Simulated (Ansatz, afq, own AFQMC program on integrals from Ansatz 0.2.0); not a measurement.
AlBH, doublet: AFQMC among the cluster methods

```yaml
atoms:
  - { symbol: B, position_ang: [0.0000, -0.1388, 1.5159] }
  - { symbol: Al, position_ang: [0.0000, 0.0968, -0.5473] }
  - { symbol: H, position_ang: [0.0000, -1.1027, -1.6081] }
```

Connectivity, by distances: B–AlH.

Basis 6-31G. Only valence electrons are correlated. Integrals, coupled cluster, full CI and functionals: Ansatz 0.2.0; the random walks run on the same integrals in our own AFQMC program. ph-AFQMC/CISD is guided by a CISD state made of CCSD amplitudes; releasing the constraint for a short imaginary time cuts its bias at the price of noise, slowly where states lie close. ± is one standard error of the sampling.

Determinant: ROHF, the one that the program's search chose, which needn't be the lowest solution. The geometry is a point of a scan.

Full CI on the same integrals is exact in this basis and with this determinant's frozen core.

Cautions: a spin-contaminated unrestricted determinant lies lower (UHF 1.24 eV lower, ⟨S²⟩ 1.66); the search met a lower determinant of the same kind, perhaps of another symmetry (288 meV lower), and this one is a saddle point; strong correlation (T1 0.098, weight of the determinant 0.74, largest double 0.23); the released energies are still falling, so no released level is given (meV from the phaseless value at times in 1/Eh: -8.1 ± 1.9 at 0.24, -16.4 ± 1.9 at 0.51, -23.4 ± 1.5 at 0.99, -16 ± 23 at 1.62, 16 ± 49 at 2.40); the ph-AFQMC/CISD walk drifts between its halves (2.2 errors); the next higher spin lies close (full CI puts it 48 meV above).

* T1 diagnostic: 0.0976
* weight of the determinant in the CISD state: 0.737
* size of the correlated space: 7 electrons in 18 orbitals

Reference: full CI, correlation energy -3.508 eV. The cautions show a poor starting determinant, so the rows tell how each method copes with it here, and full CI is the sure value.

```tsv
level	E − E(reference) (mEh)	share of correlation (%)
HF	128.90	0.00
MP2	47.08	63.47
CCSD	7.67	94.05
CCSD(T)	2.16	98.33
CCSDT	0.65	99.50
CCSDT(Q)	0.13	99.90
CCSDTQ	0.04	99.97
ph-AFQMC/HF	12.63 ± 0.78	90.20
ph-AFQMC/CISD	2.42 ± 0.10	98.12
```

CCSDT and higher add their correlation energy to the determinant of the CCSD(T) run, since their own runs factorise the integrals more tightly (a shift of under 2 meV). A walk keeps the symmetry of its determinant, which the program's search chose and which needn't be the lowest solution, so a lower state of the same spin and another symmetry isn't excluded.
